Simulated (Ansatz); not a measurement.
# Si2Cl+ (triplet): from Hartree-Fock to the top rungs, cc-pVDZ

An exercise on one series of results from a longer session: the logs are not shown, and one member is left open.

Program: Ansatz 0.2.0, Gaussian basis. Level of theory: cc-pVDZ, core rule «outside noble gas», up to 15 orbitals frozen. These are calculated values, not measurements.

Plan: UHF; CCSD(T) on ROHF; CCSD(T) on UHF; BCCD(T) on ROHF; CISD; CCSDT(Q) on ROHF; CCSDT(Q) on UHF; CASSCF and NEVPT2, 12 electrons in 11 orbitals.

19 further runs of the same task are left out: 8 that didn't finish, 11 set aside as unsound or not needed.

## The system

The geometry is a PBE0/def2-TZVP stationary point (not a proven minimum) of the parent state, kept for this charge and spin.

3 atoms, charge 1, spin multiplicity 3.

Atoms are counted from 1 here; the program's logs count them from 0.

Bond lengths: Cl1–Si2 2.077 Å, Si2–Si3 2.325 Å. Angles: Cl1–Si2–Si3 112.0°.

Set-up of the first run:

File in.yaml:

```yaml
crystal:
  periodic: [false, false, false]
  atoms:
    - {symbol: Cl, position_ang: [0.000000, -0.369686, 1.635032]}
    - {symbol: Si, position_ang: [0.000000, 0.849888, -0.046560]}
    - {symbol: Si, position_ang: [0.000000, -0.383225, -2.017380]}
basis:
  gaussian: {orbitals: cc-pVDZ}
total_charge: 1
magnetization: {spin_polarized: true, initial_magnetization: 2}
hamiltonian: {xc: hf}
output: {orbitals: {seedname: orbitals}}
```

Command:

```
$ ansatz run in.yaml --threads 1 --pin off --events-out ev --progress --plain --max-ram 2393MiB
```

Among the steps run: UHF; CCSD(T) on ROHF; CCSD(T) on UHF; BCCD(T) on ROHF; CISD; CCSDT(Q) on ROHF; CCSDT(Q) on UHF; CASSCF and NEVPT2, 12 electrons in 11 orbitals.

One table of the session follows, with a row left open; its other results are not shown here.

```
        method  from RCCSDT(Q) (meV)
          ROHF               +8550.0
           UHF               +8304.2
          RMP2               +1529.9
          UMP2               +1601.4
          CISD               +1357.0
         RCCSD                +410.0
         UCCSD                +405.0
      RCCSD(T)                 +87.5
      UCCSD(T)                     ?
       BCCD(T)                 +84.0
        RCCSDT                 +26.9
        UCCSDT                 +26.2
     RCCSDT(Q)                     0
     UCCSDT(Q)                  -4.4
CASSCF valence               +6432.6
NEVPT2 valence               +1230.4
```

Q: Estimate the row for UCCSD(T) from the others.

**Answer.** from RCCSDT(Q) (meV): +91.3. In the column «from RCCSDT(Q) (meV)» it lies between RCCSD(T) (+87.5) and UCCSD (+405.0).

Caveats from the session: Warnings: spin contamination; large T1 diagnostic. Restricted and unrestricted rows rest on different reference determinants; where their highest levels disagree by more than a few hundredths of an eV, they describe different states and don't form one ladder.
